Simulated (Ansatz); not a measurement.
**doublet CH5P(+): levels of theory in one basis**

```xyz
7

C     0.0136    0.0000   -1.0809
P     0.0081    0.0000    0.6842
H    -0.0120   -0.9396   -1.6196
H    -0.0120    0.9396   -1.6196
H     0.6545    1.1352    1.1952
H    -1.3067    0.0000    1.2455
H     0.6545   -1.1352    1.1952
```

Basis set: cc-pVTZ on H, C; cc-pV(T+d)Z on P (spherical functions). Correlated methods keep 6 orbitals frozen. Correlation on ROHF uses semicanonical orbitals with singles. Charge 1, multiplicity 2.

Computed with Ansatz (development build ahead of 0.2.0); each method stands on the lowest determinant of its kind that the runs found.

```tsv
method	E − E(ROHF) (eV)	<S²> of the determinant
ROHF	0.00	0.75
UHF	-0.12	0.76
ROHF-MP2	-8.10	–
UHF-MP2	-8.08	0.76
```

Q: Is a single determinant a sound starting point here?

A: By this sign, yes. Unrestricted orbitals gain 0.12 eV and <S²> is 0.76 against 0.75 for a pure state.
